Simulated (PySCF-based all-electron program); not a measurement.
Results of a calculation; reference values are marked as such.
Al2H4, singlet: all-electron forces

Method: all-electron DFT (in-house code on PySCF), basis-limit composite values; the spin-free Dirac equation, no spin–orbit coupling, spin-restricted. Forces are good to about 0.004 eV/Å. Atoms are numbered as listed.

Shape A:

```xyz
6

Al    0.0000    0.0000    0.0000
Al    0.0000    0.0000    2.8589
H     1.3590    0.0000   -0.8558
H    -1.3590    0.0000   -0.8558
H     0.0000    1.3590    3.7147
H     0.0000   -1.3590    3.7147
```

r2SCAN forces:

| atom | Fx | Fy | Fz (eV/Å) |
| --- | --- | --- | --- |
| Al1 | 0.000 | 0.000 | 0.858 |
| Al2 | 0.000 | 0.000 | -0.858 |
| H3 | -0.155 | 0.000 | 0.138 |
| H4 | 0.155 | 0.000 | 0.138 |
| H5 | 0.000 | -0.155 | -0.138 |
| H6 | 0.000 | 0.155 | -0.138 |

Shape B:

```xyz
6

Al    0.0000    0.0000    0.0000
Al    0.0000    0.0000    2.2092
H     1.3590    0.0000   -0.8558
H    -1.3590    0.0000   -0.8558
H     0.0000    1.3590    3.0649
H     0.0000   -1.3590    3.0649
```

Against shape A, Al1–Al2 goes from 2.859 to 2.209 Å.

(1) What forces does PBE give in shape B?

(2) What forces does r2SCAN give in shape B?

Results:

(1) 

```tsv
atom	Fx	Fy	Fz (eV/Å)
Al1	0.000	0.000	-4.071
Al2	0.000	0.000	4.071
H3	0.002	0.000	-0.051
H4	-0.002	0.000	-0.051
H5	0.000	0.002	0.051
H6	0.000	-0.002	0.051
```

(2) The forces move by 0.177 eV/Å (r.m.s. over the atoms) from PBE.

```tsv
atom	Fx	Fy	Fz (eV/Å)
Al1	0.000	0.000	-4.308
Al2	0.000	0.000	4.308
H3	-0.116	0.000	0.019
H4	0.116	0.000	0.019
H5	0.000	-0.116	-0.019
H6	0.000	0.116	-0.019
```
